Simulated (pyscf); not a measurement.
Thermochemistry of product channels of F–Si•(F)–F + silylene (SiH₂) [singlet] on the doublet surface, in kcal/mol, from ωB97M-D3(BJ)/def2-TZVP energies (ideal gas, 1 atm, RRHO with modes under 100 cm⁻¹ raised to 100, one conformer, R ln 2 for chiral ones without a mode under 150 cm⁻¹). Optimised with ωB97X-D3(BJ)/def2-SVP in PySCF.

```tsv
products	ΔE	ΔH(298 K)	ΔG(298 K)	ΔG(1200 K)
F–SiH: [singlet] + F–SiH•–F	-5.7	-5.1	-6.6	-10.3
hydrogen fluoride (HF) + [F–Si(F)=SiH]•	+9.6	+11.7	+11.3	+8.6
F–SiH₂–Si•(F)–F	-50.2	-47.1	-37.3	-9.1
F–SiH₂• + difluorosilylene (F–Si:–F) [singlet]	-23.6	-22.6	-23.7	-26.4
F–Si(F)(F)–SiH₂•	-63.6	-61.1	-51.2	-23.3
```

These are energies of the channels, which say nothing of barriers.
